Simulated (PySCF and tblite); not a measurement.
The numbers below are computed, except where a source is named.
Stationary points of C$_{4}$H$_{9}$NS at PBE0-D3(BJ)/def2-SVP, in Å:

Structure A

```
 1 C    -1.176    0.149   -0.506
 2 C    -0.355   -1.131   -0.335
 3 N     1.080   -0.961   -0.449
 4 C     1.629   -0.019    0.472
 5 S     0.971    1.699    0.329
 6 C    -0.780    1.231    0.489
 7 H    -1.045    0.538   -1.530
 8 H    -2.247   -0.089   -0.384
 9 H    -0.677   -1.888   -1.069
10 H    -0.564   -1.562    0.662
11 H     1.334   -0.708   -1.402
12 H     2.717    0.068    0.342
13 H     1.438   -0.365    1.502
14 H    -0.968    0.895    1.524
15 H    -1.361    2.152    0.335
```

Structure B

```
 1 C    -1.212    0.205   -0.508
 2 C    -0.349   -1.050   -0.451
 3 N     1.047   -0.736   -0.664
 4 C     1.618    0.085    0.367
 5 S     0.905    1.757    0.375
 6 C    -0.822    1.222    0.555
 7 H    -1.107    0.665   -1.504
 8 H    -2.270   -0.077   -0.374
 9 H    -0.673   -1.752   -1.235
10 H    -0.528   -1.556    0.528
11 H     1.598   -1.580   -0.793
12 H     2.696    0.219    0.190
13 H     1.490   -0.333    1.391
14 H    -0.968    0.805    1.567
15 H    -1.433    2.135    0.484
```

Structure C

```
 1 C    -1.209    0.186   -0.498
 2 C    -0.370   -1.089   -0.398
 3 N     1.030   -0.817   -0.510
 4 C     1.624    0.058    0.423
 5 S     0.927    1.762    0.346
 6 C    -0.802    1.227    0.538
 7 H    -1.091    0.618   -1.505
 8 H    -2.275   -0.067   -0.360
 9 H    -0.664   -1.790   -1.192
10 H    -0.611   -1.589    0.569
11 H     1.606   -1.346   -1.143
12 H     2.703    0.157    0.240
13 H     1.488   -0.278    1.474
14 H    -0.942    0.832    1.561
15 H    -1.414    2.137    0.454
```

Geometries: PBE0-D3(BJ)/def2-SVP; energies: PBE0/pcSseg-1 + D3(BJ); zero-point and thermal terms from GFN2-xTB harmonic modes (soft modes blended into free rotors).

Which structure is a saddle point, and along which motion?

C: one imaginary mode (564i cm⁻¹ at GFN2-xTB, mostly on H11, N3), along the pyramidal inversion at N3.

Give their symmetry and energies above the lowest.

A C1, 0.0 kcal/mol; B C1, 3.3 kcal/mol; C C1, 5.8 kcal/mol.
